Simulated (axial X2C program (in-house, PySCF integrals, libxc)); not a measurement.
**Nuclear properties of SiC**

Computed with an axial X2C code built on PySCF integrals: two-component X2C with atomic mean-field Coulomb and Gaunt terms, Gaussian nuclei, basis Si dyall-v3z, C dyall-v3z with contracted cores.

R = 1.721 Å (near the PBE0 minimum at charge 0 of the determinant lowest at the starting distance; the state shown can have its own minimum elsewhere).

Input and command:
```json
{"zs": [14, 6], "q": 0, "bas": ["dyall-v3z", "dyall-v3z"], "r0": 1.74, "levels": ["PBE0", "HF", "LDA", "B3LYP", "PBE"], "nst": 3}
```
```bash
python soeom.py task.json out
```

Keys: zs atomic numbers; q charge; bas basis sets; r0 starting distance in Å; levels methods; nst determinants followed.

Determinant lowest in the PBE0 search, Ω = 2 (⟨Sz⟩ = 1.00, ⟨Lz⟩ = 1.00 at PBE0), spin on the atoms Si 0.16, C 0.84:

```json
{"level": "PBE0", "Eeff magnitude (GV/cm)": "0.00376", "Ws magnitude Si (kHz)": "0.00206", "Ws magnitude C (kHz)": "0.0031", "A∥/gI Si (MHz)": "55.1", "qzz Si (a.u.)": "-0.98", "A∥/gI C (MHz)": "87.2", "qzz C (a.u.)": "-0.06", "μ (D)": "-1.58"}
{"level": "HF", "Eeff magnitude (GV/cm)": "0.0169", "Ws magnitude Si (kHz)": "0.000362", "Ws magnitude C (kHz)": "0.0041", "A∥/gI Si (MHz)": "86.7", "qzz Si (a.u.)": "-1.32", "A∥/gI C (MHz)": "115", "qzz C (a.u.)": "-0.06", "μ (D)": "-0.60"}
{"level": "LDA", "Eeff magnitude (GV/cm)": "0.0168", "Ws magnitude Si (kHz)": "0.0056", "Ws magnitude C (kHz)": "0.00262", "A∥/gI Si (MHz)": "67.8", "qzz Si (a.u.)": "-0.87", "A∥/gI C (MHz)": "87.4", "qzz C (a.u.)": "-0.09", "μ (D)": "-1.78"}
{"level": "B3LYP", "Eeff magnitude (GV/cm)": "0.00352", "Ws magnitude Si (kHz)": "0.00339", "Ws magnitude C (kHz)": "0.00301", "A∥/gI Si (MHz)": "57", "qzz Si (a.u.)": "-0.96", "A∥/gI C (MHz)": "93", "qzz C (a.u.)": "-0.08", "μ (D)": "-1.75"}
{"level": "PBE", "Eeff magnitude (GV/cm)": "0.0108", "Ws magnitude Si (kHz)": "0.00455", "Ws magnitude C (kHz)": "0.00273", "A∥/gI Si (MHz)": "57.7", "qzz Si (a.u.)": "-0.86", "A∥/gI C (MHz)": "85.2", "qzz C (a.u.)": "-0.08", "μ (D)": "-1.66"}
```

Eeff is the effective electric field on the electron electric dipole moment in this Ω state and Ws the scalar–pseudoscalar constant of the nucleus named (defined with the proton number Z and per Ω); A∥ (defined per Ω) follows by multiplying with gI = μI/(I μN); qzz is the electric field gradient, eQq0 = 234.96 MHz × Q/barn × qzz; μ is positive if the C end (last atom) is positive. The operators were transformed with the bare-nucleus X2C matrices; with these basis sets, hyperfine constants and field gradients can be off by tens of per cent, and where levels differ in sign neither size nor sign is settled.

**Question.** With gI(29Si) = -1.1106, gI(13C) = 1.4048 (g factors from the IAEA table of nuclear moments by Stone), turn the PBE0 values of the first state into constants in MHz.

**Answer.** A∥(29Si) = 55.1 × -1.1106 = -61.2 MHz; A∥(13C) = 87.2 × 1.4048 = 122 MHz.

Each state is one determinant with collinear spin, which with several unpaired electrons need not be a pure state. Unrestricted Hartree–Fock can overshoot spin polarisation at the nuclei. In the state Ω = 2 the sign of Eeff differs between levels (LDA, B3LYP, PBE against PBE0). With several open shells hyperfine constants can be off by a factor of several. Where Eeff spreads by more than a factor of two the levels disagree and none is to be relied on. Open-shell Ω = 0 determinants with evenly filled partner blocks cannot be reached by this program, so the Ω shown need not be the lowest component. States lie within half an eV, so the first need not be the ground state. Further determinants of the search, some of them spin-mixed, are not shown.
